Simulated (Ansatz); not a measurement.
Results of PBE (PAW; Ansatz, a first-principles code) for fcc Ni.

Settings: plane-wave cutoff 520 eV, 32×32×32 k mesh, Fermi–Dirac smearing 0.033 eV (set by the program), spin-polarised with parallel moments, scalar-relativistic PAW data made under PBE.

Computed at the level's own relaxed cell.

Hill averages of the elastic tensor: K = 198.7 GPa, G = 98.6 GPa. Volume 10.893 Å³/atom, mean atomic mass 58.693 u.

Q: Work out the density, the sound velocities of a polycrystal and the elastic Debye temperature at this level.

A: ρ = 1.66054 × 58.693/10.893 = 8.947 g/cm³. v_l = √[(K + 4G/3)/ρ] = 6.075 km/s and v_t = √(G/ρ) = 3.320 km/s. The mean follows from 3/v_m³ = 1/v_l³ + 2/v_t³: v_m = 3.702 km/s. Θ_D = (ħ/k_B) v_m (6π²/V)^(1/3) = 76.38 K Å s/km × 3.702 × 1.7583 Å⁻¹ = 497 K, counting all atoms of the cell.
